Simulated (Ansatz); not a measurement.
A made-up structure of CH$_{2}$NSi, doublet:

```
5
angstrom
N -0.3928 0.4254 -0.2791
C 0.4022 -0.4358 0.2857
Si 1.4336 -1.5523 1.0185
H -1.0570 0.1564 -0.9931
H 2.1836 -2.3615 1.9125
```

It is relaxed with PBE-D4/def2-SVP and then PBE0-D4/def2-TZVP (Ansatz 0.2.0). Atoms count as bonded within 1.22 times the sum of their covalent radii (H–H: 0.88 Å). The end point is not checked to be a true minimum.

**Question.** Does its bonding change? (A judgement: the text doesn't fix the answer.)

**Answer.** The calculation gives: No: no bond forms or breaks.

Where it ends: The first stage lowers the energy by 1.80 eV in 14 steps. It ends as CH₂NSi ([NH][C][SiH]):
N1  (-0.156, 0.209, -0.239)
C2  (0.552, -0.667, 0.142)
Si3  (1.789, -1.957, 0.518)
H4  (-1.129, 0.334, -0.468)
H5  (1.513, -1.686, 1.991)
(Å)

Labels in which every atom is bracketed show which atoms are joined, not bond orders.

For scale, one of the runs: PBE0-D4/def2-TZVP relaxation, 111 basis functions, launched by `ansatz run in.yaml --threads 2 --pin off --events-out ev --progress --plain --max-ram 4352MiB`. The run took about 26 s on 2 CPU threads of an Arm Neoverse V1 (shared host).
